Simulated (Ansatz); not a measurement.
**AlCl⁻, quartet: from triple and quadruple zeta to the limit**

```xyz
2

Al    0.0000    0.0000    0.0000
Cl    0.0000    0.0000    2.3039
```

Ansatz 0.2.0, UHF determinant, valence electrons correlated. Energies in eV.

| set | X | functions | Hartree–Fock | MP2 correlation | CCSD(T) correlation | time |
| --- | --- | --- | --- | --- | --- | --- |
| def2-TZVPPD | 3 | 99 | -19087.1265 | -6.1468 | -7.0525 | 10 s on 1 thread of Arm Neoverse V1, on a shared host |
| def2-QZVPPD | 4 | 155 | -19087.6861 | -6.7567 | -7.6817 | 38 s on 1 thread of Arm Neoverse V1, on a shared host |

Hartree–Fock is taken to follow E(X) = E∞ + A·exp(−7.88·√X), correlation E(X) = E∞ + B·X^−2.97.

Cautions: another spin lies lower; at this level and basis the anion state lies above a neutral one.

Q: Work out the CCSD(T) energy at the limit, and how far the shortcut misses it that extrapolates MP2 and adds CCSD(T) minus MP2 from the smaller set.

A: Hartree–Fock: E∞ = E4 + 0.1377·(E4 − E3) = -19087.7632. Correlation: E∞ = E4 + 0.7407·(E4 − E3) = -8.1478 for CCSD(T) and -7.2085 for MP2. The limit is -19095.9110 eV, 0.543 eV below def2-QZVPPD. The shortcut gives a correlation energy of -7.2085 + (-0.9056) = -8.1142, 34 meV higher than the direct value.

Past Ne part of the Hartree–Fock step between the two sets comes from the cores, which don't follow the formula, so the 77 meV that it adds to the total can overshoot; that part largely cancels in differences.
